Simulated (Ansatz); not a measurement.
The cluster BN2⁻ (the lowest singlet isomer of a short search), 3 atoms. Hardware: 4 threads of Arm Neoverse V2 on a shared host.

Correlated methods freeze 3 core orbitals.

(1) How many basis functions does each of these Ansatz runs have, and roughly what does it cost? PBE-D4/def2-TZVPD, charge -1 singlet, energy, from earlier orbitals; PBE0-D4/def2-TZVPD, charge -1 quintet, relaxation, 5 steps; RPA@PBE/def2-TZVPD, charge -1 quintet, energy, from earlier orbitals; r2SCAN-D4/def2-TZVPD, charge -1 unrestricted singlet, energy, from earlier orbitals; BLYP-D4/def2-TZVPD, charge -1 quintet, energy, from earlier orbitals; PBE-D4/def2-TZVPD, charge -1 quintet, energy, from earlier orbitals; r2SCAN0-D4/def2-TZVPD, charge -1 quintet, energy, from earlier orbitals; PBE0-D4/def2-TZVPD, charge -1 singlet, frequencies; PBE-D4/def2-TZVPD, charge 0 doublet at the geometry of the charge -1 singlet, energy, from earlier orbitals; ωB97M-V/def2-TZVPD, charge -1 triplet, energy, from earlier orbitals; PBE0-D4/def2-TZVPD, charge -1 quintet, energy, from earlier orbitals; r2SCAN-D4/def2-TZVPD, charge -1 triplet, energy, from earlier orbitals.

Answers

(1) Other jobs shared the machine, so times can vary by a factor of up to 3. A dash marks memory too small to be measured apart from the calling script's.

```
                                                                                                        run  functions  fitting or Cholesky vectors  wall time  peak host memory (GiB)
                                        PBE-D4/def2-TZVPD, charge -1 singlet, energy, from earlier orbitals        111                          523      0.3 s                       –
                                        PBE-D4/def2-TZVPD, charge -1 quintet, energy, from earlier orbitals        111                          523      0.6 s                       –
PBE-D4/def2-TZVPD, charge 0 doublet at the geometry of the charge -1 singlet, energy, from earlier orbitals        111                          523      0.7 s                       –
                                       BLYP-D4/def2-TZVPD, charge -1 quintet, energy, from earlier orbitals        111                          523     0.75 s                       –
                                       PBE0-D4/def2-TZVPD, charge -1 quintet, energy, from earlier orbitals        111                          523      0.8 s                       –
                                       RPA@PBE/def2-TZVPD, charge -1 quintet, energy, from earlier orbitals        111                          706     0.85 s                       –
                        r2SCAN-D4/def2-TZVPD, charge -1 unrestricted singlet, energy, from earlier orbitals        111                          523      1.3 s                       –
                                    r2SCAN0-D4/def2-TZVPD, charge -1 quintet, energy, from earlier orbitals        111                          523      1.3 s                       –
                                                         PBE0-D4/def2-TZVPD, charge -1 singlet, frequencies        111                          523      2.2 s                       –
                                                 PBE0-D4/def2-TZVPD, charge -1 quintet, relaxation, 5 steps        111                          523      2.4 s                       –
                                     r2SCAN-D4/def2-TZVPD, charge -1 triplet, energy, from earlier orbitals        111                          523      2.5 s                       –
                                       ωB97M-V/def2-TZVPD, charge -1 triplet, energy, from earlier orbitals        111                          523      4.4 s                       –
```
